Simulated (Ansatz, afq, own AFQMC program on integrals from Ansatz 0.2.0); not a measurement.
Integrals from Ansatz 0.2.0, then the random walk in our own AFQMC program (afq).

```yaml
crystal:
  periodic: [false, false, false]
  atoms:
    - {symbol: O, position_ang: [0.000000, -0.140858, 0.704556]}
    - {symbol: O, position_ang: [0.000000, 0.140858, -0.704556]}
    - {symbol: H, position_ang: [0.000000, 0.760781, 1.043581]}
    - {symbol: H, position_ang: [0.000000, -0.760781, -1.043581]}
basis:
  gaussian: {orbitals: cc-pVDZ}
magnetization: {spin_polarized: false}
correlation: {method: ccsd_t, electrons: outside_noble_gas, hamiltonian_folder: ham}
```

```sh
$ ansatz run in.yaml --threads 1 --pin off --events-out ev --progress --plain --max-ram 1382MiB
```

afq runs on the folder ham with

```
--method free --trial cisd --walkers 60 --time-step 0.03 --max-blocks 80 --target-error 0.00045 --factor-cut 1e-05 --seed 7286 --times 0,0.21,0.42,0.81,1.2,1.8,2.4,3 --taylor-order 8
```

Times are imaginary, in 1/Eh. The walk had a cap of 564 s.

Log:

```
orbitals 36  electrons 7 7  factors 272 of 351
reference energy -150.78407394 Eh
CCSD correlation -0.39895529 Eh in 10 cycles, weight of the determinant in the CISD state 0.8954
repeat  energy at the last time / Eh  error
    10  -151.197682  0.006482
    20  -151.193955  0.002885
    30  -151.193569  0.002077
    40  -151.194060  0.001691
    50  -151.194731  0.001490
    60  -151.194849  0.001361
    70  -151.194656  0.001295
    80  -151.194484  0.001203
time / (1/Eh)  energy / Eh  error  mean overlap
  0.00  -151.182641  0.000679  1.1148
  0.21  -151.189332  0.000543  1.1103
  0.42  -151.190783  0.000500  1.1228
  0.81  -151.193562  0.000547  1.1120
  1.20  -151.193681  0.000558  1.1056
  1.80  -151.194736  0.000666  1.0706
  2.40  -151.193942  0.000950  1.0933
  3.00  -151.194484  0.001203  1.0672
energy -151.194484 +/- 0.001203 Eh
```

The run passed its tests (error under three times the target), which doesn't prove that it has relaxed.

Against this walk (error 32.7 meV) on the same determinant: CCSD(T) 68.6 meV higher, CCSDT(Q) 23.5 meV higher (within the noise). The error is statistical, and a free projection of finite length keeps a remainder of its start.

Cautions: remainder of the start not in the error; error above the target (32.7 against 12.2 meV).

The walk took 2.7 min on 1 thread of AMD EPYC 7R13 Processor (Zen 3), with other jobs on the host. The log's last line is the free-projection energy.

CCSDT and higher add their correlation energy to the determinant of the CCSD(T) run, since their own runs factorise the integrals more tightly (a shift of under 2 meV). A walk keeps the symmetry of its determinant, which the program's search chose and which needn't be the lowest solution, so a lower state of the same spin and another symmetry isn't excluded.
